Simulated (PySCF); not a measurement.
Compound: C2HFN2O.
SMILES with atom numbers: `[F:1][c:2]1[n:3][cH:4][n:5][o:6]1` (hydrogens: H7 on C4)

Level of theory: MP2 and CCSD/aug-cc-pVDZ in PySCF, restricted Hartree–Fock reference, frozen core, non-relativistic, gas phase, PBE0-D3(BJ)/def2-SVP geometry.

E(HF) = -359.50189 Eh.

Task: How large is the problem?

Result: 147 basis functions and 44 electrons; 6 orbitals frozen, which leaves o = 16 correlated occupied and v = 125 virtual orbitals. That is o·v = 2000 singles and o·v(o·v + 1)/2 = 2001000 distinct closed-shell doubles amplitudes before symmetry; the costliest CCSD step grows as o²v⁴ = 6.2 × 10^10.

Task: What are the MP2 and CCSD correlation energies?

Result: MP2 -0.9831 Eh and CCSD -0.9933 Eh, which gives totals of -360.48502 and -360.49520 Eh. That is 0.845 eV for each correlated electron at CCSD (2608 kJ/mol in all, 0.276 % of the total energy); MP2 gives 99.0 % of the CCSD value.

Task: What is the T1 diagnostic?

Result: 0.0174, below the customary warning level of 0.02. It is the norm of the spatial-orbital singles amplitudes over the root of the number of correlated electrons, so the norm is 0.098.

Task: How does correlation change the dipole moment?

Result: HF gives 1.03 D and CCSD (unrelaxed density) 0.67 D, a change of -0.36 D.

Connected triples and the basis-set limit are missing.

The job also held the EOM ionisation roots. The run took 5.8 min wall on an Arm Neoverse V2 with one thread, shared host with 192 logical CPUs at a one-minute load of 136, and the process peaked at 2.5 GiB of memory.
